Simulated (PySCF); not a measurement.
H₄Si. Atoms are numbered in the order given.

```xyz
5

Si     0.0000     0.0000     0.0000
H      0.8559    -0.8559    -0.8559
H     -0.8559    -0.8559     0.8559
H     -0.8559     0.8559    -0.8559
H      0.8559     0.8559     0.8559
```

The structure is a stationary point at ωB97X-D3(BJ)/def2-TZVPD. The isomer is the one that the SMILES or the coordinates give; other isomers of the formula were not compared.

Level of theory: r2SCAN/def2-TZVPD (PySCF).

Mulliken values depend strongly on the basis, most of all with diffuse functions as here. Atomic charges (e):

| atom | meta-Löwdin | Mulliken |
|---|---|---|
| Si1 | 0.33 | 0.08 |
| H2 | -0.08 | -0.02 |
| H3 | -0.08 | -0.02 |
| H4 | -0.08 | -0.02 |
| H5 | -0.08 | -0.02 |
